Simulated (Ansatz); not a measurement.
Reaction (atomization): `COC=S` → 2 C• + 4 H• + O• + S•

Calculated with Ansatz (gas phase, PBE0-D4/def2-TZVP geometries, no zero-point term in ΔE). CCSD(T)/CBS adds triple-zeta CCSD(T) − MP2 to the extrapolated MP2 energy (def2 sets, frozen cores). This one scheme is used for every species, atoms too. Functionals use def2-TZVPP. Open shells (•) are unrestricted, without spin–orbit coupling. Spin–orbit coupling would lower the free atoms: a little for C, O, S. Each species was taken in one conformer, which may not be the lowest.

`COC=S`:

Z-matrix (Å, degrees):
```
C
O 1 1.425
H 1 1.087 2 106.3
H 1 1.093 2 110.7 3 118.9
H 1 1.093 2 110.7 3 -118.9
C 2 1.323 1 116.4 3 -179.9
S 6 1.610 2 124.1 1 180.0
H 6 1.096 2 113.7 1 0.0
```

Task: What is ΔE at CCSD(T)/CBS? (Best estimate.)

Result: Computed: +3023.3 kJ/mol.

Task: What do these levels give: BLYP-D4, r2SCANh-D4, CAM-B3LYP-D4, PBE-QIDH, BLYP, CCSD(T)/def2-TZVPP? (An estimate is asked.)

Result: The calculation gave: BLYP-D4 3048.9, r2SCANh-D4 3018.1, CAM-B3LYP-D4 3032.7, PBE-QIDH 3004.9, BLYP 3020.0, CCSD(T)/def2-TZVPP 2939.0 kJ/mol.

Largest T1 diagnostic among the species: 0.017.

The D4 term adds +20.6 kJ/mol with B3LYP and +10.7 kJ/mol with PBE0; it sums over pairs of atoms, weighted by their polarisabilities, and B3LYP, whose exchange is more repulsive, gets the larger term. From BLYP to BHLYP (50 % exact exchange), in def2-TZVPP and without D4, ΔE moves by −135.7 kJ/mol: exact exchange takes away binding that semilocal exchange gives to molecules.

B3LYP here is the variant with VWN-RPA as its local correlation; programs differ in this.

For atomizations the MP2-based limit and the directly extrapolated one differ by several kJ/mol either way, and by 10 to 25 for some Ge, Se and Sn compounds, so smaller differences from it don't rank the levels.
